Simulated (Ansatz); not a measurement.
# C4H6ClF, SMILES C=CCC(F)Cl: a ranking of conformers

Computed with the Ansatz DFT code, driven from Python.

The cells in order, each with its output:

**Cell 1**
```python
import ansatz
from rdkit import Chem
from rdkit.Chem import AllChem
```

**Cell 2**
```python
rd = Chem.AddHs(Chem.MolFromSmiles("C=CCC(F)Cl"))
ids = list(AllChem.EmbedMultipleConfs(rd, numConfs=20, randomSeed=874, pruneRmsThresh=0.4))
field = [energy for _, energy in AllChem.MMFFOptimizeMoleculeConfs(rd)]
distinct = {round(e, 2): i for i, e in zip(ids, field)}
chosen = sorted(distinct.items())[:3]
found = []
for force_field, index in chosen:
    geometry = ansatz.Crystal.molecule()
    for atom, xyz in zip(rd.GetAtoms(), rd.GetConformer(index).GetPositions()):
        geometry = geometry.atom(atom.GetSymbol(), xyz.round(5).tolist())
    calc = geometry.calculation()
    calc = calc.basis(gaussian="cc-pVDZ")
    calc = calc.functional("B3LYP")
    found.append(calc.run(threads=1, pin="off").report["free_energy_ev"])
print("conformer   MMFF (kcal/mol)   this level (eV)")
for (force_field, index), e in zip(chosen, found):
    print(f"{index:9d} {force_field - chosen[0][0]:17.2f} {(e - min(found)):17.3f}")
```
Output:
```text
conformer   MMFF (kcal/mol)   this level (eV)
        3              0.00             0.000
       10              0.73             0.038
        5              0.90             0.012
```

Reading the output:
- The conformers keep their force-field geometries.
- b3lyp holds the VWN-RPA fit, as in Gaussian; the form of ORCA and Turbomole is b3lyp5.
- Hardware and time: 15 s on 1 thread of Arm Neoverse V1 (shared host), peak memory 0.37 GiB.

(Lines on the test bed's own set-up are left out of the output.)
